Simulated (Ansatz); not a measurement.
Results of r²SCAN+rVV10 in Ansatz (plane waves, PAW) for 2H MoTe₂.

Run with plane-wave cutoff 560 eV, 12×12×4 k mesh (along the axes of the cell as run), Fermi–Dirac smearing 0.01 eV, no spin polarisation, scalar-relativistic PAW data made under PBE.

Cell (relaxed at this level):

```
MoTe2
1.0
    1.77096    -3.06739     0.00000
    1.77096     3.06739     0.00000
    0.00000     0.00000    14.17851
Te Mo
4 2
Direct
  0.33333   0.66667   0.87657
  0.66667   0.33333   0.37657
  0.66667   0.33333   0.12343
  0.33333   0.66667   0.62343
  0.33333   0.66667   0.25000
  0.66667   0.33333   0.75000
```

Question: Predict the band gap, smallest direct gap on the k points sampled, pressure derivative B′ of the bulk modulus, bulk modulus B0 and Γ–Γ gap.

Answer: 
band gap: 0.87 eV
smallest direct gap on the k points sampled: 1.09 eV
pressure derivative B′ of the bulk modulus: 11.6
bulk modulus B0: 33.0 GPa
Γ–Γ gap: 2.99 eV

Measured, for comparison: band gap 1.06 ± 0.01 eV (4 K, zero-point motion not removed, indirect, absorption from ellipsometry, single crystal; as tabulated in Gulo et al. (2023), doi:10.1103/physrevmaterials.7.044001).

Note: the bulk modulus comes from volumes at which shape and atoms were relaxed.

Spin–orbit coupling is not included; with these elements it can move the gap by several tenths of an eV or more.

The computed numbers hold no vibrational or temperature effects.

Ansatz is a first-principles code.
